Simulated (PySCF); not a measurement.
# Calculated properties of sulfuryl chloride (`O=S(=O)(Cl)Cl`)

Sulfuryl chloride, Cl2O2S.
Z-matrix (Å and degrees, GFN2-xTB geometry), rows numbered from 1:
```
O 
S   1  1.4179
O   2  1.4179  1  120.74
Cl  2  2.0393  1  108.31  3   125.53
Cl  2  2.0384  1  108.27  3  -125.58
```

GFN2-xTB geometry:

* Point group of the GFN2-xTB geometry: C2v
* Rotational constants A, B, C of the GFN2-xTB geometry: 3.440, 2.276, 1.860 GHz

CAM-B3LYP/def2-SVPD ground state and vertical TDDFT (core frozen in the response) (PySCF):

* Dipole moment: 1.93 D
* HOMO energy: -11.45 eV
* LUMO energy: -2.55 eV
* HOMO–LUMO gap: 8.90 eV
* Lowest singlet excitation: 4.98 eV (249 nm, f = 0.000)
* Strongest line among the 8 lowest singlet transitions: S6 at 6.64 eV (187 nm, f = 0.212)
* Lowest triplet excitation (Tamm–Dancoff): 4.41 eV
* Static isotropic polarisability: 57.4 au
* Electronic spatial extent ⟨r²⟩ about the centre of nuclear charge: 671 bohr²

Monoisotopic mass from the formula: 133.8996 u.

The vertical singlet–triplet gap S1 − T1 is 0.57 eV (TDDFT singlet less Tamm–Dancoff triplet; S1: HOMO−1→LUMO, weight 0.97; T1: HOMO−2→LUMO, weight 0.94). In wavenumbers S1 is 40200 cm⁻¹ (1 eV = 8065.54 cm⁻¹). S1 lies 3.92 eV below the HOMO–LUMO gap; its leading configuration is HOMO−1→LUMO, weight 0.97. The polarisability is 8.51 Å³ as a volume (1 au = 0.148185 Å³), or 0.87 au for each of the 66 electrons. With B = h/(8π²I), that is 505.379 GHz u Å² over I, the principal moments of inertia are 146.9, 222.1 and 271.8 u Å² (most abundant isotopes). The rotational constants make it an asymmetric top with κ = (2B − A − C)/(A − C) = -0.47, nearer the prolate limit (−1). The largest Löwdin shares of the HOMO are 0.28 on O1, 0.28 on O3, 0.22 on Cl4 and 0.20 on Cl5. Point group C2v permits a dipole; with 1.93 D the species has a pure rotational spectrum.

Isolated species at its GFN2-xTB geometry, gas phase.
